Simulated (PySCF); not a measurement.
Vibration and rotation of CH

UHF-CCSD(T) constants of CH, ²Π (doublet), unpaired electrons π ↑ (H aug-pcseg-1, C aug-pcseg-1; no relativity (PySCF 2.14); masses 1.0078 and 12.0000 u):

| Item | Value |
| --- | --- |
| ωe | 2873.4 cm⁻¹ |
| ωexe | 69.5 cm⁻¹ |
| Be | 14.246 cm⁻¹ |
| αe | 0.546 cm⁻¹ |
| D (centrifugal) | 0.00140 cm⁻¹ |
| De to H + C | 3.41 eV |

Question: Give the vibrational terms G(v) and spacings up to v = 5.

Answer: G(v) = ωe(v+½) − ωexe(v+½)².

```json
{"v": "0", "G(v) (cm⁻¹)": "1419", "G(v) − G(v−1)": "", "Bv (cm⁻¹)": "13.97"}
{"v": "1", "G(v) (cm⁻¹)": "4154", "G(v) − G(v−1)": "2734", "Bv (cm⁻¹)": "13.43"}
{"v": "2", "G(v) (cm⁻¹)": "6749", "G(v) − G(v−1)": "2595", "Bv (cm⁻¹)": "12.88"}
{"v": "3", "G(v) (cm⁻¹)": "9206", "G(v) − G(v−1)": "2456", "Bv (cm⁻¹)": "12.34"}
{"v": "4", "G(v) (cm⁻¹)": "11523", "G(v) − G(v−1)": "2317", "Bv (cm⁻¹)": "11.79"}
{"v": "5", "G(v) (cm⁻¹)": "13701", "G(v) − G(v−1)": "2178", "Bv (cm⁻¹)": "11.24"}
```

Question: How well does the Morse estimate ωe²/(4ωexe) reproduce De, and what is D0?

Answer: It gives 3.68 eV, 108 % of the computed De. D0 = De − G(0) = 3.41 − 0.18 = 3.23 eV.

Correlated steps freeze 1 core orbital. Correlated levels converge slowly with the basis: in double zeta they bind strong bonds too weakly, by up to about 1 eV, and carry superposition errors of some tenths. The state is the lowest determinant that a PBE0 search found; another state may lie lower at other levels.
